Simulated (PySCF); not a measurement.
## Calculated properties of `C=C(C)C1CC1` (isopropenylcyclopropane)

Species: isopropenylcyclopropane, C6H10.
Z-matrix (Å and degrees, GFN2-xTB geometry), rows numbered from 1:
```
C 
C   1  1.3260
C   2  1.5002  1  121.83
C   2  1.4828  1  123.63  3  -179.99
C   4  1.5067  2  121.12  1    35.57
C   5  1.4912  4   60.33  2  -110.21
H   1  1.0763  2  122.67  3   179.95
H   1  1.0764  2  121.51  3     0.00
H   3  1.0898  2  110.17  1  -120.55
H   3  1.0899  2  110.17  1   120.66
H   3  1.0865  2  111.10  1     0.01
H   4  1.0838  2  113.38  1  -179.82
H   5  1.0789  4  117.55  6   108.53
H   5  1.0797  4  118.11  6  -108.77
H   6  1.0796  4  118.08  5   108.72
H   6  1.0789  4  117.64  5  -108.53
```

Structural features include: C=C double bond and cyclopropane ring.

**GFN2-xTB geometry**

```yaml
Point_group_of_the_GFN2-xTB_geometry: Cs
Rotational_constants_A_B_C_of_the_GFN2-xTB_geometry: 6.679, 2.594, 2.217 GHz
```

PBE0/pcSseg-1 ground state and GIAO shieldings, non-relativistic (PySCF):

```yaml
Dipole_moment: 0.67 D
HOMO_energy: -6.66 eV
LUMO_energy: 0.54 eV
HOMO–LUMO_gap: 7.20 eV
Lowest_Hirshfeld_atomic_charge: -0.13 e on C1
Highest_Hirshfeld_atomic_charge: +0.05 e on H11, H13, H14, H15, H16
13C_chemical_shifts_computed_TMS_as_zero_by_class: 159.2 (C2), 106.0 (C1), 29.3 (C3), 16.8 (C4), 15.5 (C5/C6) ppm
1H_chemical_shifts_computed_TMS_as_zero_by_class: 4.91 (H8), 4.33 (H7), 2.07 (H9/H10/H11), 0.91 (H12), 0.88 (H14/H15), 0.46 (H13/H16) ppm
Mayer_bond_orders_between_heavy_atoms: C1–C2 1.98, C2–C3 1.06, C2–C4 1.00, C4–C5 0.93, C5–C6 0.98, C6–C4 0.93
```

Monoisotopic mass (most abundant isotopes): 82.0783 u.

The rotational constants make it an asymmetric top with κ = (2B − A − C)/(A − C) = -0.83, nearer the prolate limit (−1). With B = h/(8π²I), that is 505.379 GHz u Å² over I, the principal moments of inertia are 75.7, 194.9 and 227.9 u Å² (most abundant isotopes); the inertial defect Ic − Ia − Ib is -42.7 u Å² (zero for a rigid planar frame, negative otherwise). The dipole matches unit charges of opposite sign 0.14 Å apart (1 e·Å = 4.8032 D).

The structure is a single GFN2-xTB conformer in the gas phase; no vibrational or solvent corrections. NMR classes are plain means over equivalent atoms (diastereotopic ones count apart unless rotation or inversion swaps them), as if these changed places fast; in this geometry the members of some classes differ.
